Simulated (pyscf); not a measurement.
Elementary routes open to :HSi–AsH₂ [singlet] + AsH₃ in the gas phase (singlet surface):
A. H₂As–SiH₂–AsH₂ (As–H broken; As–Si, H–Si formed)
B. HAs=SiH–AsH₂ + hydrogen (H₂) (As–H, As–H broken; As–Si, H–H formed)

Structures and frequencies: ωB97X-D3(BJ)/def2-SVP in PySCF.

Task: Rank the routes by free-energy barrier at 600 K, lowest first, for ωB97M-D3(BJ)/def2-TZVP energies (ideal gas, 1 atm, RRHO with modes under 100 cm⁻¹ raised to 100, one conformer, R ln 2 for rigid chiral ones).

Result: A (19.0 kcal/mol), B (44.1 kcal/mol)

Route A is the fastest of these, ahead of the next by 25.0 kcal/mol. The most stable products are those of A (ΔG = -31.0 kcal/mol), so kinetics and thermodynamics agree. At 1200 K A is still the fastest. A: On the reactant side the descent ends in an adduct with a As–Si, H–Si contact, 7.8 kcal/mol under the separated species and 0.3 kcal/mol under the saddle at ωB97X-D3(BJ)/def2-TZVP. B: On the reactant side the descent ends in an adduct with a As–Si contact, 7.1 kcal/mol under the separated species and 25.3 kcal/mol under the saddle at ωB97X-D3(BJ)/def2-TZVP. Only these routes are compared; each barrier is that of the saddle found, and lower ones may exist. Elements up to Kr have no core potential and no relativistic terms here.
